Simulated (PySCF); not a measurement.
Molfile (atoms numbered from 1):
```
H2Mg
     RDKit          3D

  3  2  0  0  0  0  0  0  0  0999 V2000
    0.0020   -0.0155   -0.0047 Mg  0  0  0  0  0  2  0  0  0  0  0  0
   -1.7035   -0.0126   -0.0058 H   0  0  0  0  0  0  0  0  0  0  0  0
    1.7075   -0.0065   -0.0089 H   0  0  0  0  0  0  0  0  0  0  0  0
  1  2  1  0
  1  3  1  0
M  END
```

Geometry: PBE0-D3(BJ)/def2-TZVP; GIAO absolute shieldings from PySCF 2.14.0 with density-fitted response routines, gas phase, non-relativistic, averaged over equivalent atoms.

At B97-2/pcSseg-2 (56 basis functions, 0.57 s wall time on 1 thread of an Arm Neoverse V1, shared host):
```csv
atoms,σ (ppm)
Mg1,448.4
H2/H3,26.89
```

What do these become at PBE0/pcSseg-2?

## Answers


```json
{"atoms": "Mg1", "σ at PBE0/pcSseg-2": "435.3", "change": "-13.1"}
{"atoms": "H2/H3", "σ at PBE0/pcSseg-2": "26.60", "change": "-0.29"}
```

The largest change is at Mg1 (Mg bonded to 2 H). Cost: 56 basis functions, 1.6 s wall time on 1 thread of an Arm Neoverse V1, shared host.
